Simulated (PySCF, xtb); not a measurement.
CH₃O, SMILES [CH2]O, multiplicity 2.

Harmonic wavenumbers (cm⁻¹) from GFN2-xTB run with xtb 6.7.1 at its own minimum, in rising order: 388, 491, 994, 1242, 1254, 1384, 3107, 3185, 3553.

**Question.** What does PBE-D3(BJ)/def2-TZVP in PySCF give at its own minimum? (Estimate from the structure and the level; the computed values follow.)

**Answer.** 414, 522, 1022, 1178, 1326, 1435, 3064, 3206, 3705. Paired by order, the mean absolute difference is 54 cm⁻¹ and the zero-point energies are 22.3 and 22.7 kcal/mol.
